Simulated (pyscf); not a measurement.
This saddle point was located with ωB97X-D3(BJ)/def2-SVP in PySCF.

```xyz
8

Se    -0.1308     1.6578     0.3388
H     -0.0375     0.9313    -1.1043
H      1.2358     1.3866     0.8003
Cl    -0.6613    -0.5599    -1.6710
Si    -0.7988    -0.6145     0.7742
Cl     0.6554    -2.0584     0.7310
Cl    -2.7753    -1.1008     0.5877
Cl    -0.7582    -0.2331     2.8459
```
Charge 0, spin multiplicity 1.

Surface: singlet, charge 0. Lowest wavenumbers (cm⁻¹): 787i, 42, 96, 148, 176.

What reaction is this the transition state of?

`[SeH2]` + `[Cl][Si]([Cl])([Cl])[Cl]` ⇌ `[Cl][Si]([Cl])([Cl])[SeH]` + `[ClH]`, a four-centre exchange read from left to right: H–Se, Cl–Si broken and Se–Si, Cl–H formed. At ωB97M-D3(BJ)/def2-TZVP it lies +42.7 kcal/mol from the left side and +34.0 kcal/mol from the right (each side as separated species at their lowest minima found). One saddle was located; it need not be the lowest between these sides. Elements up to Kr have no core potential and no relativistic terms here.
